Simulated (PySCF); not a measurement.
## Molecular orbitals of C₂

CAM-B3LYP at R = 1.309 Å; PySCF, no relativity, basis sets C aug-pcseg-1. State: ³Πu (triplet), unpaired electrons σ ↑, π ↑. Only the outer orbitals are listed.

```csv
spin,orbital,occ.,ε (eV),main shells (%)
α,σg,1,-24.91,"79 s, 21 p"
α,σu,1,-14.39,"80 s, 21 p"
α,πu,1,-11.92,98 p
α,σg,1,-11.71,"71 p, 29 s"
α,πu,1,-10.97,98 p
α,πg,0,-0.13,102 p
α,πg,0,0.51,102 p
β,σg,1,-22.95,"80 s, 20 p"
β,σu,1,-11.55,"89 s, 12 p"
β,πu,1,-10.39,97 p
β,πu,0,-4.58,98 p
β,σg,0,-4.45,"66 p, 34 s"
β,πg,0,1.01,105 p
```

**Question.** Which are the highest filled and the lowest empty level, where do they sit, and how wide is the gap?

**Answer.** Highest filled β πu at -10.39 eV (in %: 97 p); lowest empty β πu at -4.58 eV (in %: 98 p); the gap at CAM-B3LYP is 5.81 eV. Both belong to one degenerate shell, split only by its one-sided filling, so this is no excitation gap.

```json
{
 "bond order (Mayer)": "2.21",
 "⟨S²⟩": "2.005"
}
```

Shares are Mulliken populations and can fall outside 0 to 100 %.

The state is the lowest determinant that a PBE0 search found; another state may lie lower at other levels.
